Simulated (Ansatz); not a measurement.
**CH₈AlN: one species, many methods**

An exercise on one series of results from a longer session: the logs are not shown, and one member is left open.

The runs use Ansatz 0.2.0, Gaussian basis; functionals in def2-TZVPP, the program's frozen cores in correlated methods.

Plan: LDA (SPW92), PBE-D4, revPBE-D4, BLYP-D4, r2SCAN-D4, B97M-V, PBE0-D4, B3LYP-D4, r2SCANh-D4, r2SCAN0-D4, HSE06-D4, BHLYP-D4, CAM-B3LYP-D4, LC-ωPBE, ωB97X-V, ωB97M-V, B2PLYP, PBE-QIDH; CCSD(T)/def2-SVP; CCSD(T)/def2-TZVPP; MP2/def2-QZVPP; extrapolation to the limit; RPA on PBE.

## The geometry

An earlier PBE0-D4 in a triple-zeta def2 set relaxation fixed the geometry.

11 atoms, charge 0, spin multiplicity 1.

Atoms are counted from 1 here; the program's logs count them from 0.

Bond lengths: C1–N2 1.471 Å, C1–H4 1.092 Å, C1–H5 1.090 Å, C1–H6 1.090 Å, N2–Al3 2.047 Å, N2–H7 1.016 Å, N2–H8 1.016 Å, Al3–H9 1.605 Å, Al3–H10 1.605 Å, Al3–H11 1.605 Å. Angles: N2–C1–H4 112.3°, N2–C1–H5 108.6°, N2–C1–H6 108.6°, H4–C1–H5 109.6°, H4–C1–H6 109.6°, H5–C1–H6 108.1°, C1–N2–Al3 113.6°, C1–N2–H7 110.3°, C1–N2–H8 110.3°, Al3–N2–H7 107.9°, Al3–N2–H8 108.0°, H7–N2–H8 106.3°, N2–Al3–H9 99.6°, N2–Al3–H10 99.3°, N2–Al3–H11 99.4°, H9–Al3–H10 117.5°, H9–Al3–H11 117.5°, H10–Al3–H11 117.1°.

Set-up of the first run:

Contents of in.yaml:

```yaml
crystal:
  periodic: [false, false, false]
  atoms:
    - {symbol: C, position_ang: [1.245315, 0.109395, -0.615966]}
    - {symbol: N, position_ang: [0.399826, -0.208609, 0.544946]}
    - {symbol: Al, position_ang: [-1.600278, 0.053424, 0.199141]}
    - {symbol: H, position_ang: [2.307495, -0.034651, -0.407467]}
    - {symbol: H, position_ang: [0.947295, -0.527918, -1.447885]}
    - {symbol: H, position_ang: [1.067064, 1.145472, -0.902197]}
    - {symbol: H, position_ang: [0.658454, 0.369518, 1.338973]}
    - {symbol: H, position_ang: [0.545137, -1.171223, 0.834524]}
    - {symbol: H, position_ang: [-2.179223, -0.380672, 1.631456]}
    - {symbol: H, position_ang: [-1.599711, 1.618767, -0.155981]}
    - {symbol: H, position_ang: [-1.791365, -0.973503, -1.019544]}
basis:
  gaussian: {orbitals: def2-TZVPP}
hamiltonian: {xc: lda}
output: {orbitals: {seedname: orbitals}}
```

Among the steps run: LDA; PBE-D4 (GGA); revPBE-D4 (GGA); BLYP-D4 (GGA); r2SCAN-D4 (meta-GGA); B97M-V (meta-GGA); PBE0-D4 (hybrid); B3LYP-D4 (hybrid); r2SCANh-D4 (hybrid); r2SCAN0-D4 (hybrid); HSE06-D4 (hybrid); BHLYP-D4 (hybrid); CAM-B3LYP-D4 (range-separated); LC-ωPBE-D4 (range-separated; the results give it without D4); ωB97X-V (range-separated); ωB97M-V (range-separated); B2PLYP (double hybrid); PBE-QIDH (double hybrid).

One table of the session follows, with a row left open; its other results are not shown here.

It belongs to the step «Frontier levels by functional». 

| functional | HOMO (eV) | gap (eV) |
| --- | --- | --- |
| LDA (SPW92) | -6.17 | 5.09 |
| PBE-D4 | -6.13 | 5.21 |
| revPBE-D4 | -6.10 | 5.27 |
| BLYP-D4 | -6.04 | 5.14 |
| r2SCAN-D4 | -6.44 | 6.13 |
| B97M-V | ? | ? |
| PBE0-D4 | -7.39 | 7.29 |
| B3LYP-D4 | -7.20 | 6.79 |
| r2SCANh-D4 | -6.89 | 6.83 |
| r2SCAN0-D4 | -7.59 | 7.87 |
| HSE06-D4 | -6.98 | 6.51 |
| BHLYP-D4 | -8.59 | 9.15 |
| CAM-B3LYP-D4 | -8.81 | 9.50 |
| LC-ωPBE | -10.21 | 12.16 |
| ωB97X-V | -9.86 | 11.62 |
| ωB97M-V | -9.64 | 10.97 |

Q: Estimate the row for B97M-V from the others.

**Answer.** HOMO (eV): -6.56; gap (eV): 5.79. In the column «HOMO (eV)» it lies between r2SCANh-D4 (-6.89) and r2SCAN-D4 (-6.44).
